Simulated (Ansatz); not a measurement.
Worked example: correlation energy of [H···H···Br], doublet

Geometry: a point of a hydrogen-transfer path between rigid fragments, not a stationary point.

```xyz
3

H     0.0000    0.0000   -1.1570
H     0.0000    0.0000   -0.2770
Br    0.0000    0.0000    1.4340
```

Basis cc-pVTZ; Ansatz 0.2.0. Only valence electrons are correlated (noble-gas cores and the filled d shells of p-block atoms frozen), which leaves 9 electrons in 57 orbitals. R marks a restricted (for open shells ROHF) determinant, U an unrestricted one. No spin–orbit coupling is included, and no scalar relativity.

Full CI isn't at hand for all of this; UCCSDT(Q) serves as the reference, and is uncertain by about the last step of the cluster series.

Runs differ by some tens of microhartree through their thresholds and, for an open shell, their frozen cores, so steps under 0.03 kcal/mol mean nothing.

| level | total energy (hartree) |
| --- | --- |
| UHF | -2573.543939 |
| UMP2 | -2573.722542 |
| UCCSD | -2573.749012 |
| UCCSD(T) | -2573.755428 |
| UCCSDT | -2573.756118 |
| UCCSDT(Q) | -2573.756332 |

Problem. What is the correlation energy at UCCSDT(Q), and what share of it do UMP2 and UCCSD(T) recover?

Solution. E(corr) = -2573.756332 − (-2573.543939) = -0.212393 hartree = -5.780 eV. UMP2: -0.178603 / -0.212393 = 84.09 %. UCCSD(T): -0.211489 / -0.212393 = 99.57 %.

Problem. By how many kcal/mol does UCCSD(T) miss UCCSDT(Q) (1 hartree = 627.509 kcal/mol), and which steps make up the rest?

Solution. -2573.755428 − (-2573.756332) = 0.000904 hartree = 0.57 kcal/mol. Steps: UCCSDT − UCCSD(T) = -0.43, UCCSDT(Q) − UCCSDT = -0.13 kcal/mol. That is within 1 kcal/mol of the reference in this basis, which itself misses far more of the correlation at the basis-set limit.
